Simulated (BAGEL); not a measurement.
# C2H2F2N (SMILES C=N[C](F)F): levels of theory compared

Aim: a comparison of 3 runs (UHF/STO-3G, ROHF/6-31G*, UHF/6-31G*) of C2H2F2N. 

Program for the calculation: BAGEL 1.2.2.

## Step 1: Starting point

C2H2F2N: 7 atoms, total charge 0, spin state doublet. As SMILES, `C=N[C](F)F`. One bond was lengthened or shortened from a relaxed shape.

Bond lengths: C1–N2 1.309 Å, N2–C3 1.645 Å, C3–F4 1.316 Å, C3–F5 1.342 Å, C1–H6 1.074 Å, C1–H7 1.082 Å. Angles: C1–N2–C3 128.5°, N2–C3–F4 122.1°, N2–C3–F5 128.2°, F4–C3–F5 109.6°, N2–C1–H6 116.6°, N2–C1–H7 123.5°, H6–C1–H7 119.9°.

## Step 2: The energy at UHF/STO-3G (density fitting with qzvpp-jkfit) (run 1)

job.json reads:

```json
{ "bagel" : [

{
  "title" : "molecule",
  "basis" : "sto-3g",
  "df_basis" : "qzvpp-jkfit",
  "angstrom" : true,
  "geometry" : [
    { "atom" : "C", "xyz" : [       0.122482,       0.915704,       1.279514 ] },
    { "atom" : "N", "xyz" : [      -0.603958,       0.037594,       0.635284 ] },
    { "atom" : "C", "xyz" : [      -0.277460,      -0.710900,      -0.792830 ] },
    { "atom" : "F", "xyz" : [      -1.029680,      -1.684470,      -1.260700 ] },
    { "atom" : "F", "xyz" : [       0.680660,      -0.414240,      -1.684400 ] },
    { "atom" : "H", "xyz" : [      -0.348658,       1.417824,       2.103524 ] },
    { "atom" : "H", "xyz" : [       1.155212,       1.129434,       1.037904 ] }
  ]
},

{ "title" : "uhf", "nopen" : 1 },

{ "title" : "print", "file" : "orbitals.molden", "orbitals" : true }

]}
```

Started as:

```
$ BAGEL_NUM_THREADS=1 BAGEL job.json > job.out
```

What it wrote:

```text
* using 1 threads per process

  ===============================================================
  ===============================================================

  *** Geometry ***

  { "atom" : "C", "xyz" : [      0.231457,      1.730430,      2.417931 ] },
  { "atom" : "N", "xyz" : [     -1.141315,      0.071042,      1.200513 ] },
  { "atom" : "C", "xyz" : [     -0.524323,     -1.343406,     -1.498232 ] },
  { "atom" : "F", "xyz" : [     -1.945813,     -3.183187,     -2.382378 ] },
  { "atom" : "F", "xyz" : [      1.286261,     -0.782800,     -3.183055 ] },
  { "atom" : "H", "xyz" : [     -0.658868,      2.679299,      3.975084 ] },
  { "atom" : "H", "xyz" : [      2.183034,      2.134321,      1.961354 ] },

  Number of auxiliary basis functions:      417

  Since a DF basis is specified, we compute 2- and 3-index integrals:
    o Being stored without compression. Storage requirement is 0.002 GB

  Number of basis functions:       27
  Number of electrons      :       39

    * METHOD: MOLECULE                             0.12

  *** Open-shell HF ***

  === Nuclear Repulsion ===
   158.2353433738

      * DIIS with orbital gradients will be used.

  === UHF iteration (sto-3g) ===
      0       -325.42219887          0.05733280           0.02
      1       -325.56979602          0.03326376           0.02
      2       -325.62598642          0.01501969           0.02
      3       -325.64842818          0.00437883           0.02
      4       -325.66016367          0.00272214           0.02
      5       -325.66775731          0.00106544           0.02
      6       -325.66929266          0.00045994           0.02
      7       -325.67064688          0.00025805           0.02
      8       -325.67172718          0.00011389           0.02
      9       -325.67195884          0.00007034           0.02
     10       -325.67202406          0.00003854           0.02
     11       -325.67204169          0.00001847           0.02
     12       -325.67204324          0.00000995           0.02
     13       -325.67204381          0.00000620           0.02
     14       -325.67204397          0.00000225           0.02
     15       -325.67204396          0.00000102           0.02
     16       -325.67204398          0.00000061           0.02
     17       -325.67204399          0.00000040           0.02
     18       -325.67204399          0.00000015           0.02
     19       -325.67204399          0.00000010           0.02
     20       -325.67204399          0.00000006           0.02
     21       -325.67204399          0.00000004           0.02
     22       -325.67204399          0.00000002           0.02
     23       -325.67204399          0.00000001           0.02
     24       -325.67204399          0.00000001           0.02
    * SCF iteration converged.

    * S^2 (UHF) is 1.2196

    * Permanent dipole moment:
           (   -0.444733,    -0.416981,    -0.275448) a.u.

    * METHOD: UHF                                  0.66

    * METHOD: PRINT                                0.00

  ===============================================================
```

Run time: 0.91 s. Hardware: 1 thread of Arm Neoverse V1, shared host.

## Step 3: A single-point energy at ROHF/6-31G(d) (density fitting with qzvpp-jkfit, spherical functions) (run 2)

hf.json reads:

```json
{ "bagel" : [

{
  "title" : "molecule",
  "basis" : "6-31gs.json",
  "df_basis" : "qzvpp-jkfit",
  "angstrom" : true,
  "geometry" : [
    { "atom" : "C", "xyz" : [       0.122482,       0.915704,       1.279514 ] },
    { "atom" : "N", "xyz" : [      -0.603958,       0.037594,       0.635284 ] },
    { "atom" : "C", "xyz" : [      -0.277460,      -0.710900,      -0.792830 ] },
    { "atom" : "F", "xyz" : [      -1.029680,      -1.684470,      -1.260700 ] },
    { "atom" : "F", "xyz" : [       0.680660,      -0.414240,      -1.684400 ] },
    { "atom" : "H", "xyz" : [      -0.348658,       1.417824,       2.103524 ] },
    { "atom" : "H", "xyz" : [       1.155212,       1.129434,       1.037904 ] }
  ]
},

{ "title" : "rohf", "nopen" : 1 },

{ "title" : "print", "file" : "orbitals.molden", "orbitals" : true }

]}
```

The basis set 6-31G* is read from a file made from the Basis Set Exchange's data (not shown).

Started as:

```
$ BAGEL_NUM_THREADS=1 BAGEL hf.json > hf.out
```

What it wrote:

```text
* using 1 threads per process

  ===============================================================
  ===============================================================

  *** Geometry ***

  { "atom" : "C", "xyz" : [      0.231457,      1.730430,      2.417931 ] },
  { "atom" : "N", "xyz" : [     -1.141315,      0.071042,      1.200513 ] },
  { "atom" : "C", "xyz" : [     -0.524323,     -1.343406,     -1.498232 ] },
  { "atom" : "F", "xyz" : [     -1.945813,     -3.183187,     -2.382378 ] },
  { "atom" : "F", "xyz" : [      1.286261,     -0.782800,     -3.183055 ] },
  { "atom" : "H", "xyz" : [     -0.658868,      2.679299,      3.975084 ] },
  { "atom" : "H", "xyz" : [      2.183034,      2.134321,      1.961354 ] },

  Number of auxiliary basis functions:      417

  Since a DF basis is specified, we compute 2- and 3-index integrals:
    o Being stored without compression. Storage requirement is 0.018 GB

  Number of basis functions:       74
  Number of electrons      :       39

    * METHOD: MOLECULE                             0.17

  *** Open-shell HF ***

  === Nuclear Repulsion ===
   158.2353433738

      * DIIS with orbital gradients will be used.

  === ROHF iteration (6-31gs.json) ===
      0       -329.72189032          0.05597776           0.08
      1       -329.82181238          0.04963810           0.08
      2       -329.88186810          0.04060613           0.08
      3       -330.03211587          0.00377422           0.08
      4       -330.03781525          0.00280142           0.08
      5       -330.04488610          0.00282737           0.08
      6       -330.05160400          0.00243005           0.08
      7       -330.05660517          0.00276297           0.08
      8       -330.06075419          0.00058066           0.08
      9       -330.06052260          0.00071000           0.08
     10       -330.06049466          0.00019758           0.08
     11       -330.06067381          0.00016037           0.08
     12       -330.06071566          0.00008590           0.08
     13       -330.06071920          0.00004205           0.08
     14       -330.06071142          0.00002005           0.08
     15       -330.06071309          0.00000820           0.08
     16       -330.06071484          0.00000317           0.08
     17       -330.06071488          0.00000176           0.08
     18       -330.06071507          0.00000079           0.08
     19       -330.06071503          0.00000040           0.08
     20       -330.06071502          0.00000022           0.08
     21       -330.06071502          0.00000009           0.08
     22       -330.06071501          0.00000005           0.08
     23       -330.06071501          0.00000003           0.08
     24       -330.06071501          0.00000002           0.08
     25       -330.06071501          0.00000002           0.08
     26       -330.06071501          0.00000001           0.08
    * SCF iteration converged.

    * S^2 (ROHF) is 0.7500

    * Permanent dipole moment:
           (   -0.570579,    -0.775778,    -0.720970) a.u.

    * METHOD: ROHF                                 2.21

    * METHOD: PRINT                                0.01

  ===============================================================
```

Wall time 2.5 s (1 thread of Arm Neoverse V1, shared host).

## Step 4: A single-point energy at UHF/6-31G(d) (density fitting with qzvpp-jkfit, spherical functions) (run 3)

hf.json reads:

```json
{ "bagel": [

{
  "title": "molecule",
  "basis": "6-31gs.json",
  "df_basis": "qzvpp-jkfit",
  "angstrom": true,
  "geometry": [
    { "atom": "C", "xyz": [    0.122482,    0.915704,    1.279514 ] },
    { "atom": "N", "xyz": [   -0.603958,    0.037594,    0.635284 ] },
    { "atom": "C", "xyz": [   -0.277460,   -0.710900,   -0.792830 ] },
    { "atom": "F", "xyz": [   -1.029680,   -1.684470,   -1.260700 ] },
    { "atom": "F", "xyz": [    0.680660,   -0.414240,   -1.684400 ] },
    { "atom": "H", "xyz": [   -0.348658,    1.417824,    2.103524 ] },
    { "atom": "H", "xyz": [    1.155212,    1.129434,    1.037904 ] }
  ]
},
{
  "title": "uhf",
  "charge": 0,
  "nopen": 1
},
{
  "title": "print",
  "file": "orbitals.molden",
  "orbitals": true
}

]}
```

The basis set 6-31G* is read from a file made from the Basis Set Exchange's data (not shown).

Started as:

```
$ BAGEL_NUM_THREADS=1 BAGEL hf.json > hf.out
```

What it wrote:

```text
* using 1 threads per process

  ===============================================================
  ===============================================================

  *** Geometry ***

  { "atom" : "C", "xyz" : [      0.231457,      1.730430,      2.417931 ] },
  { "atom" : "N", "xyz" : [     -1.141315,      0.071042,      1.200513 ] },
  { "atom" : "C", "xyz" : [     -0.524323,     -1.343406,     -1.498232 ] },
  { "atom" : "F", "xyz" : [     -1.945813,     -3.183187,     -2.382378 ] },
  { "atom" : "F", "xyz" : [      1.286261,     -0.782800,     -3.183055 ] },
  { "atom" : "H", "xyz" : [     -0.658868,      2.679299,      3.975084 ] },
  { "atom" : "H", "xyz" : [      2.183034,      2.134321,      1.961354 ] },

  Number of auxiliary basis functions:      417

  Since a DF basis is specified, we compute 2- and 3-index integrals:
    o Being stored without compression. Storage requirement is 0.018 GB

  Number of basis functions:       74
  Number of electrons      :       39

    * METHOD: MOLECULE                             0.17

  *** Open-shell HF ***

  === Nuclear Repulsion ===
   158.2353433738

      * DIIS with orbital gradients will be used.

  === UHF iteration (6-31gs.json) ===
      0       -329.72189032          0.05597776           0.08
      1       -329.83995414          0.04862536           0.08
      2       -329.91722616          0.03799489           0.07
      3       -330.04896546          0.00329243           0.07
      4       -330.06008803          0.00252209           0.07
      5       -330.06768927          0.00205599           0.07
      6       -330.07735279          0.00075744           0.07
      7       -330.07904151          0.00036623           0.07
      8       -330.07964071          0.00021902           0.07
      9       -330.08001690          0.00014396           0.08
     10       -330.08022496          0.00010815           0.07
     11       -330.08033571          0.00005054           0.08
     12       -330.08038127          0.00003081           0.07
     13       -330.08039750          0.00001965           0.08
     14       -330.08040264          0.00001154           0.08
     15       -330.08040411          0.00000440           0.08
     16       -330.08040447          0.00000224           0.08
     17       -330.08040453          0.00000122           0.08
     18       -330.08040453          0.00000053           0.08
     19       -330.08040454          0.00000031           0.08
     20       -330.08040454          0.00000021           0.08
     21       -330.08040454          0.00000015           0.08
     22       -330.08040454          0.00000009           0.08
     23       -330.08040454          0.00000007           0.08
     24       -330.08040454          0.00000005           0.08
     25       -330.08040454          0.00000003           0.08
     26       -330.08040454          0.00000002           0.08
     27       -330.08040454          0.00000001           0.08
     28       -330.08040454          0.00000001           0.08
    * SCF iteration converged.

    * S^2 (UHF) is 1.1216

    * Permanent dipole moment:
           (   -0.501499,    -0.698555,    -0.653894) a.u.

    * METHOD: UHF                                  2.33

    * METHOD: PRINT                                0.01

  ===============================================================
```

Wall time 2.6 s (1 thread of Arm Neoverse V1, shared host).

## Step 5: Overview of the runs

```tsv
run	level	energy (Eh)	dipole moment (D)	⟨S²⟩	wall time
1	UHF/STO-3G (density fitting with qzvpp-jkfit)	-325.672044	1.70	1.220	0.91 s
2	ROHF/6-31G* (density fitting with qzvpp-jkfit, spherical functions)	-330.060715	3.06	0.750	2.5 s
3	UHF/6-31G* (density fitting with qzvpp-jkfit, spherical functions)	-330.080405	2.75	1.122	2.6 s
```

## Step 6: What came out

| quantity | value |
| --- | --- |
| run 3: total energy | -330.08040 Eh |
| run 3: dipole moment | 2.75 D |
| run 3: ⟨S²⟩ | 1.122 |

The dipole moment (its size) runs from 1.70 D (UHF/STO-3G) to 3.06 D (ROHF/6-31G*). The two ends differ in method and basis. In run 1 the basis is minimal, so the values are rough. Spin contamination of the reference: run 1 ⟨S²⟩ = 1.22, run 3 ⟨S²⟩ = 1.12. All runs together took 6 s, the longest 2.6 s.
